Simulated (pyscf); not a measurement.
Single points on ωB97X-D3(BJ)/def2-SVP structures (PySCF, gas phase). Correlated levels are frozen-core, on RHF or UHF. ΔMP2 is the change of the MP2 total energy from the triple- to the quadruple-zeta basis.

SMILES: [OH][Al]([OH])[F]
```xyz
6

O      1.2437    -0.3633     0.4651
Al    -0.0455     0.2764    -0.4239
O     -0.4250     1.9204    -0.3806
F     -0.9852    -0.7064    -1.3753
H      1.5106    -1.2842     0.4828
H      0.0415     2.5842     0.1300
```

Question: What are the homolytic bond dissociation enthalpies (298 K) of HO–Al(OH)–F (SMILES [OH][Al]([OH])[F]) at CCSD(T)/def2-TZVPP + ΔMP2(QZVPP), weakest first?

Answer: H–O to •O–Al(OH)–F + H•: 123.9 kcal/mol; Al–O to OH• + [HO–Al–F]•: 129.2 kcal/mol; Al–F to [HO–Al–OH]• + F•: 157.9 kcal/mol. Ring and multiple bonds, and those that leave no two simple radicals, are not listed. The radicals are drawn with the spin at the cut bond; how far it spreads was not checked. Other isomers of [HO–Al–F]•, •O–Al(OH)–F, [HO–Al–OH]• were not searched in full and may lie lower. The CCSD(T) − MP2 part came from Ansatz, without density fitting, on the same reference. Left out: the spin-orbit lowering of F, OH.
